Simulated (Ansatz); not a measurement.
SiF2 (SMILES F[Si]F): methods side by side

SiF2 has 3 atoms, charge 0, and is taken as a singlet. As SMILES, `F[Si]F`. The coordinates come from a GFN2-xTB relaxation.

```xyz
3

Si    0.0042   -0.0077   -0.7448
F     1.1659   -0.0173    0.3806
F    -1.1702    0.0250    0.3642
```

Each level gives the energy change with the Si1–F2 bond stretched from 1.617 to 3.235 Å (eV). The values are calculated.

```csv
level,kind,program,value (eV),less FCI/STO-3G
SVWN5/STO-3G (restricted),LDA,Ansatz,6.44,+1.97
BLYP/STO-3G (restricted),GGA,Ansatz,5.89,+1.42
PBE/STO-3G (restricted),GGA,Ansatz,5.97,+1.50
r2SCAN0/STO-3G (restricted),hybrid meta-GGA,Ansatz,7.19,+2.72
wB97M-V/STO-3G (restricted),range-separated hybrid,Ansatz,7.64,+3.17
BCCD(T)/STO-3G (restricted),coupled cluster or CI,Ansatz,4.39,-0.08
CCSDT(Q)/STO-3G (restricted),coupled cluster or CI,Ansatz,4.49,+0.02
FCI/STO-3G,exact in the basis,Ansatz,4.47,0.00
```

FCI/STO-3G is exact within its basis and frozen core, so for wave-function methods in that basis the difference is their error; functionals converge differently with the basis, so for them it is only a difference. The first shape isn't each level's own minimum. The values span 4.39 to 7.64 eV. All rows use very small basis sets, so none should be taken for the real molecule's value.
